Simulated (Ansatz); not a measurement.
We consider bcc Ba, described by PBEsol (PAW; Ansatz, a program for electronic structure).

A relaxed, unreconstructed slab of the (310) face has 10 atoms, two equal faces of 37.579 Å² each and an energy of -58624.1743 eV. A bulk cell of 10 atoms with the same orientation and in-plane k mesh has -58626.0910 eV. Energies are extrapolated to zero smearing.

Numerical settings: plane-wave cutoff 500 eV, 12×12×1 k mesh (along the axes of the cell as run), Fermi–Dirac smearing 0.1 eV, scalar-relativistic PAW data made under PBE.

Worked out: γ = (E_slab − N E_bulk per atom)/2A = [-58624.1743 − 10 × (-58626.0910/10)]/(2 × 37.579) = 0.0255 eV/Å². With 16.022 J/m² per eV/Å² this is 0.41 J/m², or 0.96 eV per surface cell and face.

Note: the run warned of electron density left in the vacuum.
